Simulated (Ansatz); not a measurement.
# One shape, several levels: doublet H3S

We compute a comparison of 6 runs (U-r2SCAN/6-31G, UB3LYP/3-21G, UBHLYP/6-31G, UPBE0/6-31G, UCCSDT(Q)/6-31G, UCCSD/6-31G) of doublet H3S. 

Program for the calculation: Ansatz 0.2.0.

9 further runs of the same task are left out: 7 that didn't finish, 2 set aside as unsound or not needed.

## 1. The molecule

The species is H3S (4 atoms), meant as a doublet with charge 0. SMILES of the parent species: `[SH3+]`. The shape is that of a GFN2-xTB optimisation. That shape belongs to the parent species and isn't relaxed for this state.

Bond lengths: S1–H2 1.356 Å, S1–H3 1.355 Å, S1–H4 1.355 Å. Angles: H2–S1–H3 93.7°, H2–S1–H4 93.7°, H3–S1–H4 93.7°.

## 2. A single-point energy at U-r2SCAN/6-31G (run 1)

Input file run.yaml:

```yaml
crystal:
  periodic: [false, false, false]
  atoms:
    - {symbol: S, position_ang: [0.301620, -0.100910, -0.445950]}
    - {symbol: H, position_ang: [0.848020, 0.280920, 0.734350]}
    - {symbol: H, position_ang: [-0.494150, -1.037930, 0.125030]}
    - {symbol: H, position_ang: [-0.655500, 0.857920, -0.413440]}
basis:
  gaussian:
    orbitals: 6-31G
total_charge: 0
magnetization:
  spin_polarized: true
  initial_magnetization: 1
hamiltonian:
  xc: {name: r2SCAN}
accuracy: high
```

Launch:

```console
$ ansatz run run.yaml --threads 1 --pin off --max-ram 2610MiB --events-out events.jsonl --progress --plain --runs-dir runs
```

Log:

```text
Warning: RAYON_NUM_THREADS=1 ignored (pool sized by the plan → 1); use --threads N
Functional definition: r2SCAN
  name "r2SCAN"
  parameter k0 = 0.174
  parameter k1 = 0.065
  parameter a1 = 4.9479
  exchange = r2scan_x(k0 = k0, k1 = k1, a1 = a1)
  correlation = r2scan_c
410 factors; integrals over basis functions are off by at most 3.6e-9 eV
mean field evaluation 1: about -10876.4620 eV, gradient 5.6e0 eV
mean field evaluation 2: about -10876.4328 eV, gradient 6.1e0 eV
mean field evaluation 4: about -10876.7223 eV, gradient 9.7e-1 eV
mean field evaluation 8: about -10876.7212 eV, gradient 1.9e-1 eV
mean field evaluation 16: about -10876.7228 eV, gradient 1.7e-3 eV
mean field evaluation 32: about -10876.5933 eV, gradient 3.5e0 eV
mean field evaluation 64: about -10876.5719 eV, gradient 1.4e0 eV
mean field -10876.72280372 eV, -399.7121905292 hartree, gradient 9.2e-8 eV, S^2 0.753811; 6 other end points of the search recorded, 0 dependent functions left out
reference -10876.72280474 eV, -399.7121905667 hartree; 10, 9 occupied and 9, 10 virtual orbitals, 410 factors
Total energy: -10876.72280474 eV, -399.7121905667 hartree
```

It took 8.7 s on 1 thread of Arm Neoverse V2, shared host; peak memory 0.16 GiB.

## 3. A single-point energy at UB3LYP/3-21G (run 2)

Input file molecule.yaml:

```yaml
crystal:
  periodic: [false, false, false]
  atoms:
    - symbol: S
      position_ang: [0.301620, -0.100910, -0.445950]
    - symbol: H
      position_ang: [0.848020, 0.280920, 0.734350]
    - symbol: H
      position_ang: [-0.494150, -1.037930, 0.125030]
    - symbol: H
      position_ang: [-0.655500, 0.857920, -0.413440]
basis:
  gaussian:
    orbitals: 3-21G.json
magnetization:
  spin_polarized: true
  initial_magnetization: 1
hamiltonian:
  xc: {name: B3LYP}
accuracy: high
```

The basis set 3-21G is read from a file made from the Basis Set Exchange's data (not shown).

Launch:

```console
$ ansatz run molecule.yaml --threads 1 --pin off --max-ram 2610MiB --events-out events.jsonl --progress --plain --runs-dir runs
```

Log:

```text
Warning: RAYON_NUM_THREADS=1 ignored (pool sized by the plan → 1); use --threads N
Functional definition: B3LYP
  name "B3LYP"
  parameter a0 = 0.2
  parameter ax = 0.72
  parameter ac = 0.81
  exchange = (1 - a0 - ax)*slater_x + ax*b88_x + a0*exact_x
  correlation = (1 - ac)*vwn_rpa_c + ac*lyp_c
362 factors; integrals over basis functions are off by at most 4.2e-9 eV
mean field evaluation 1: about -10825.0319 eV, gradient 5.4e0 eV
mean field evaluation 2: about -10825.1305 eV, gradient 4.6e0 eV
mean field evaluation 4: about -10825.2652 eV, gradient 1.1e-1 eV
mean field evaluation 8: about -10825.2557 eV, gradient 1.6e-2 eV
mean field evaluation 16: about -10825.2586 eV, gradient 5.3e-2 eV
mean field evaluation 32: about -10825.0950 eV, gradient 4.1e0 eV
mean field evaluation 64: about -10825.2585 eV, gradient 2.9e-6 eV
mean field -10825.25871043 eV, -397.8209199844 hartree, gradient 5.4e-8 eV, S^2 0.753042; 5 other end points of the search recorded, 0 dependent functions left out
reference -10825.25873474 eV, -397.8209208776 hartree; 10, 9 occupied and 9, 10 virtual orbitals, 362 factors
Total energy: -10825.25873474 eV, -397.8209208776 hartree
```

It took 4.2 s on 1 thread of Arm Neoverse V2, shared host; peak memory 0.1 GiB.

Run 3 isn't shown in full; the table further down has it.

## 4. A single-point energy at UPBE0/6-31G (run 4)

Input file input.yaml:

```yaml
basis:
  gaussian: {orbitals: 6-31G}
crystal:
  periodic: [false, false, false]
  atoms:
    - {symbol: S, position_ang: [0.301620, -0.100910, -0.445950]}
    - {symbol: H, position_ang: [0.848020, 0.280920, 0.734350]}
    - {symbol: H, position_ang: [-0.494150, -1.037930, 0.125030]}
    - {symbol: H, position_ang: [-0.655500, 0.857920, -0.413440]}
magnetization: {spin_polarized: true, initial_magnetization: 1}
hamiltonian: {xc: {name: PBE0}}
accuracy: high
```

Launch:

```console
$ ansatz run input.yaml --threads 1 --pin off --max-ram 2610MiB --events-out events.jsonl --progress --plain --runs-dir runs
```

Log:

```text
Warning: RAYON_NUM_THREADS=1 ignored (pool sized by the plan → 1); use --threads N
Functional definition: PBE0
  name "PBE0"
  parameter a = 0.25
  parameter kappa = 0.804
  parameter beta = 0.06672455060314922
  exchange = (1 - a)*pbe_x(kappa = kappa, mu = beta*pi^2/3) + a*exact_x
  correlation = pbe_c(beta = beta)
410 factors; integrals over basis functions are off by at most 3.6e-9 eV
mean field evaluation 1: about -10873.3280 eV, gradient 5.1e0 eV
mean field evaluation 2: about -10873.4611 eV, gradient 3.9e0 eV
mean field evaluation 4: about -10873.5622 eV, gradient 1.1e-1 eV
mean field evaluation 8: about -10873.5561 eV, gradient 1.3e-2 eV
mean field evaluation 16: about -10873.5566 eV, gradient 2.2e-3 eV
mean field evaluation 32: about -10873.5556 eV, gradient 1.4e-2 eV
mean field -10873.55661475 eV, -399.5958352308 hartree, gradient 2.0e-8 eV, S^2 0.753823; 5 other end points of the search recorded, 0 dependent functions left out
reference -10873.55661627 eV, -399.5958352864 hartree; 10, 9 occupied and 9, 10 virtual orbitals, 410 factors
Total energy: -10873.55661627 eV, -399.5958352864 hartree
```

Wall time 3.9 s (1 thread of Arm Neoverse V2, shared host); peak memory 0.1 GiB.

Run 5 isn't shown in full; the table further down has it.

## 5. A single-point energy at UCCSD/6-31G (run 6)

Input file job.yaml:

```yaml
crystal:
  periodic: [false, false, false]
  atoms:
    - {symbol: S, position_ang: [0.301620, -0.100910, -0.445950]}
    - {symbol: H, position_ang: [0.848020, 0.280920, 0.734350]}
    - {symbol: H, position_ang: [-0.494150, -1.037930, 0.125030]}
    - {symbol: H, position_ang: [-0.655500, 0.857920, -0.413440]}
basis:
  gaussian:
    orbitals: 6-31G
scf:
  omitted_lower_state_checks: [cluster_reference, increment]
accuracy: high
correlation:
  method: ccsd
  frozen_orbitals: {H: 0, S: 5}
magnetization:
  spin_polarized: true
  initial_magnetization: 1
```

Launch:

```console
$ ansatz run job.yaml --threads 1 --pin off --max-ram 2610MiB --events-out events.jsonl --progress --plain --runs-dir runs
```

Log, cut to the lines that bear on the results:

```text
Warning: RAYON_NUM_THREADS=1 ignored (pool sized by the plan → 1); use --threads N
Functional definition: HF
  name "HF"
[...]
410 factors; integrals over basis functions are off by at most 3.6e-9 eV
[...]
mean field -10857.24187796 eV, -398.9962797123 hartree, gradient 8.3e-8 eV, S^2 0.759622; 8 other end points of the search recorded, 0 dependent functions left out
5 core orbitals not correlated: weight in the atoms' cores, before any rotation towards them, 1.000 or more for the frozen orbitals, at most 0.000 for the correlated occupied ones
reference -10857.24187796 eV, -398.9962797123 hartree; 5, 4 occupied and 9, 10 virtual orbitals, 410 factors
second order -1.74738498 eV of doubles, -0.00000000 eV of singles
cycle   1  -2.09667112 eV  change   -3.5e-1 eV  update   4.7e-2
[...]
cycle  25  -2.29411276 eV  change  -8.6e-11 eV  update  5.3e-10
Total energy: -10859.53599072 eV, -399.0805868012 hartree
Checks for a lower state left out: cluster_reference, increment
```

It took 0.34 s on 1 thread of Arm Neoverse V2, shared host.

## 6. Overview of the runs

| run | level | frozen core orbitals | energy (Eh) | ⟨S²⟩ | wall time |
| --- | --- | --- | --- | --- | --- |
| 1 | U-r2SCAN/6-31G | – | -399.712191 | 0.754 | 8.7 s |
| 2 | UB3LYP/3-21G | – | -397.820921 | 0.753 | 4.2 s |
| 3 | UBHLYP/6-31G | – | -399.724205 | 0.756 | 3.3 s |
| 4 | UPBE0/6-31G | – | -399.595835 | 0.754 | 3.9 s |
| 5 | UCCSDT(Q)/6-31G | 5 | -399.081940 | 0.760 | 1.2 s |
| 6 | UCCSD/6-31G | 5 | -399.080587 | 0.760 | 0.34 s |

## 7. Outcome

```
                                          quantity          value
                               run 6: total energy  -399.08059 Eh
run 6: correlation energy (5 core orbitals frozen)      -84.3 mEh
          run 6: ⟨S²⟩ of the reference determinant          0.760
                              run 6: T1 diagnostic          0.050
```

What this shows: Totals of different functionals can't be ranked against each other. All runs together took 22 s, the longest 8.7 s.
